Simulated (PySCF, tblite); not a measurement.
# C₄H₃FN radical: infrared bands and EPR parameters

Wanted: the infrared bands and EPR parameters of C₄H₃FN radical (`[H]/[C]=C(/C#N)CF`), by calculation.

Programs: tblite 0.8.0 and PySCF 2.14.0, with density-fitted response routines of our own. Each step states its level of theory. These are calculated values for one molecule in the gas phase, unless marked as measured. Atoms are numbered from 0 throughout.

## 1. Starting geometry

9 atoms, charge 0, multiplicity 2; geometry from: GFN2-xTB.

Bonds of the start (Å): C0–C1 1.30, C1–C2 1.42, C2–N3 1.14, C1–C4 1.53, C4–F5 1.36, C0–H6 1.06, C4–H7 1.10, C4–H8 1.10.

## 2. Vibrational analysis with GFN2-xTB

Job settings and geometry (Å):

```
{"job": {"kind": "ir", "xc": "GFN2-xTB", "basis": "xTB"}, "charge": 0, "multiplicity": 2}
C      1.287052    -1.002402    -0.288771
C      0.470241    -0.005876    -0.132942
C      0.897796     1.334532    -0.345701
N      1.234255     2.415133    -0.513260
C     -1.003264    -0.085985     0.282057
F     -1.388469    -1.376763     0.479538
H      1.307366    -2.062477    -0.220604
H     -1.155656     0.455489     1.223341
H     -1.635759     0.334343    -0.508839
```

The log of the run:

```text
mode    cm-1     km/mol
  1      63.0     19.52
  2     145.3      9.08
  3     231.1      3.80
  4     261.6      1.14
  5     429.1      0.44
  6     513.6      0.88
  7     520.7     15.51
  8     671.4     38.84
  9     702.9     34.90
 10     840.0     13.63
 11     920.2      0.63
 12    1055.7     41.57
 13    1090.2     83.64
 14    1187.5      5.15
 15    1275.8     11.81
 16    1408.8      1.06
 17    1694.9     21.83
 18    2383.5    167.15
 19    2924.7     13.83
 20    2931.1     12.40
 21    3229.4      2.78
```

Which atoms move in the most intense modes:

```
cm⁻¹  km/mol                               atoms
  63    19.5  F5 29 %, C4 27 %, H8 14 %, H7 14 %
 521    15.5                             C2 69 %
 671    38.8                    H6 57 %, C0 26 %
 703    34.9                    H6 79 %, C0 13 %
1056    41.6           C4 32 %, C1 28 %, F5 27 %
1090    83.6           C1 44 %, C4 25 %, F5 12 %
1695    21.8                    C1 56 %, C0 39 %
2384   167.2                    C2 60 %, N3 40 %
```

## 3. EPR parameters: B3LYP/pcH-1

The job, as its differences from that of step 2:

```diff
@@ -1,2 +1,2 @@
-{"job": {"kind": "ir", "xc": "GFN2-xTB", "basis": "xTB"}, "charge": 0, "multiplicity": 2}
+{"job": {"kind": "epr", "basis": "pcH-1"}, "charge": 0, "multiplicity": 2}
 C      1.287052    -1.002402    -0.288771
```

Level: UKS B3LYP, pcH-1 on C F H N, non-relativistic, mean-field spin-orbit, GIAO.

The log of the run:

```text
UKS, coarse grid
  cycle   1  E = -308.62903745  |g| = 4.39e-01
  cycle   2  E = -308.39741126  |g| = 8.86e-01
  cycle   3  E = -308.69759567  |g| = 1.45e-01
  cycle   4  E = -308.70486541  |g| = 6.02e-02
  cycle   5  E = -308.70623859  |g| = 1.25e-02
  cycle   6  E = -308.70632940  |g| = 5.77e-03
  cycle   7  E = -308.70635811  |g| = 3.29e-03
  cycle   8  E = -308.70637456  |g| = 1.61e-03
  cycle   9  E = -308.70638181  |g| = 8.07e-04
UKS, final grid
  cycle   1  E = -308.70643387  |g| = 8.81e-04
  cycle   2  E = -308.70643382  |g| = 1.24e-03
  cycle   3  E = -308.70643466  |g| = 2.91e-04
  cycle   4  E = -308.70643476  |g| = 1.79e-04
  cycle   5  E = -308.70643490  |g| = 1.25e-04
  cycle   6  E = -308.70643490  |g| = 2.05e-05
E = -308.70643490 Eh   <S^2> = 0.7618 (exact 0.7500)
g shifts (ppm)      1          2          3
  rmc          -153       -153       -153
  gc             27         17         -8
  oz_so        -407        -32        708
  total        -532       -168        548
hyperfine (MHz)  atom isotope    a_iso     a_fc   dipolar eigenvalues
    0   13C     323.80     323.80    -86.75    -61.13    147.88
    1   13C     -25.69     -25.69    -20.84      2.65     18.20
    2   13C      77.00      77.00     -3.43     -1.46      4.90
    3   14N      -0.44      -0.44     -3.01      0.65      2.36
    4   13C      62.19      62.19     -8.74     -8.26     17.01
    5   19F      21.57      21.57     -7.46     -0.96      8.42
    6    1H      24.30      24.30    -34.04     -8.39     42.43
    7    1H      -7.57      -7.57     -4.31     -1.27      5.58
    8    1H      -7.51      -7.51     -4.31     -1.26      5.57
```

Wall time 21 s (1 thread, shared host).

Principal g values 2.00179, 2.00215, 2.00287; g(iso) = 2.00227, against 2.00232 for a free electron.

Mean a(iso) over the nuclei that a row names, and the largest dipolar term of the row (other rows stand at the frozen geometry):

```
nuclei  isotope  a(iso) (MHz)  a(iso) (G, at g = 2.0023)  largest dipolar term (MHz)
    C0      13C         323.8                      115.5                       147.9
    C2      13C          77.0                       27.5                         4.9
    C4      13C          62.2                       22.2                        17.0
    C1      13C         -25.7                       -9.2                       -20.8
    H6       1H          24.3                        8.7                        42.4
    F5      19F          21.6                        7.7                         8.4
H7, H8       1H          -7.5                       -2.7                         5.6
    N3      14N          -0.4                       -0.2                        -3.0
```

Mulliken spin populations:

```
atom  value (e)
  C0       1.07
  C1      -0.17
  C2       0.05
  N3      -0.03
  C4       0.07
  F5       0.00
  H6       0.00
  H7       0.00
  H8       0.00
```

In first order the couplings over 0.8 MHz of 1H, 19F give 12 distinct lines over 21.8 G, if the averaged nuclei exchange fast.

## 4. What came out

| quantity | value |
| --- | --- |
| strongest single infrared mode (GFN2-xTB) | 2384 cm⁻¹, 167 km/mol |
| zero-point energy (GFN2-xTB) | 35.0 kcal/mol |
| g(iso) (B3LYP) | 2.00227 |
| ⟨S²⟩ | 0.762 (exact 0.75) |
| largest a(iso) (averaged by class) | 13C on C0, 323.8 MHz |

What this shows: All 21 modes are real, so the xTB geometry is a minimum. The strongest single mode, at 2384 cm⁻¹, moves mainly C2 and N3. Unscaled tight-binding wavenumbers are off by several per cent, some by more. Its intensities can rank the bands wrongly. C0 carries the largest spin population, 1.07 e. The isotropic g lies 0.1 ppt below the free-electron value.
